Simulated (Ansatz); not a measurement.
## How far each method lies from UCCSDT(Q) for Cl–AlH–Ga, triplet

Geometry: a PBE0/def2-TZVP stationary point for this spin, not checked as a minimum.

```xyz
4

Cl    0.0000   -0.4541    2.3879
Al    0.0000    0.8977    0.7689
Ga    0.0000   -0.1522   -1.5257
H     0.0000    2.4672    0.9650
```

Basis cc-pVDZ; Ansatz 0.2.0. Only valence electrons are correlated (noble-gas cores and the filled d shells of p-block atoms frozen), which leaves 14 electrons in 44 orbitals. R marks a restricted (for open shells ROHF) determinant, U an unrestricted one. Active spaces: frontier = (10e, 10o) about the gap. No spin–orbit coupling is included, and no scalar relativity.

Full CI isn't at hand for all of this; UCCSDT(Q) serves as the reference, and is uncertain by the last step of the cluster series or more. The frozen core follows each run's orbitals, which can shift R against U totals by a few meV for light atoms and by up to 0.1 eV past Ca.

```
UHF ⟨S²⟩                          : 2.019
T1 diagnostic (RCCSD)             : 0.0250
largest doubles amplitude (RCCSD) : 0.070
T1 diagnostic (UCCSD)             : 0.0188
```

| level | E − E(UHF) (eV) |
| --- | --- |
| UMP2 | -6.0081 |
| UCCSD | -6.9724 |
| UCCSD(T) | -7.1454 |

Task: Estimate how far UCCSDT(Q) in cc-pVDZ lies from UCCSD(T). The table doesn't fix it; the size of (T) and the diagnostics are the guide.

Result: UCCSDT(Q) in cc-pVDZ lies 1.74 mEh below UCCSD(T), which is 27 % of the (T) step (-6.36 mEh). The diagnostics give no warning, yet the rest is a sizeable part of (T). The miss exceeds 1 kcal/mol.

The other levels:

```csv
level,E − E(UCCSDT(Q)) (mEh),wall time
UCCSDT,0.53,–
```

Run but not shown, since their state, orbitals or frozen core can't be matched to the reference's or they repeat it: RHF, RMP2, CISD, RCCSD, RCCSD(T), BCCD(T), RCCSDT, RCCSDT(Q), CASSCF (frontier space), NEVPT2 (frontier space).
